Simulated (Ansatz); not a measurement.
C$_{3}$H$_{5}$NO, SMILES `NC1=COC1` at its PBE0-D4/def2-TZVP geometry, where that method's forces vanish. Total charge 0; spin multiplicity 1.

```xyz
10

N    -0.3018   -0.0283    1.6107
C    -0.1053   -0.1209    0.2441
C    -0.4686   -0.8815   -0.7919
O     0.0672   -0.0814   -1.8080
C     0.4899    0.8282   -0.7567
H     0.5458    0.1582    2.1288
H    -0.7711   -0.8336    1.9985
H    -1.0179   -1.7855   -1.0128
H     1.5757    0.9526   -0.7604
H    -0.0139    1.7922   -0.8522
```

**Question.** What forces (eV/Å) does B3LYP-D4/def2-TZVPP give on these atoms in Ansatz 0.2.0? (Estimate.)

**Answer.** Computed: 
```
N1  -0.022 -0.003  0.190
C2  -0.015 -0.067 -0.113
C3  -0.259 -0.436  0.145
O4   0.017 -0.032 -0.458
C5   0.262  0.506  0.130
H6  -0.004 -0.001  0.038
H7  -0.004  0.003  0.039
H8   0.040  0.067  0.024
H9  -0.065  0.011  0.000
H10  0.049 -0.048  0.005
```

B3LYP here is the variant with VWN-RPA as its local correlation; programs differ in this.
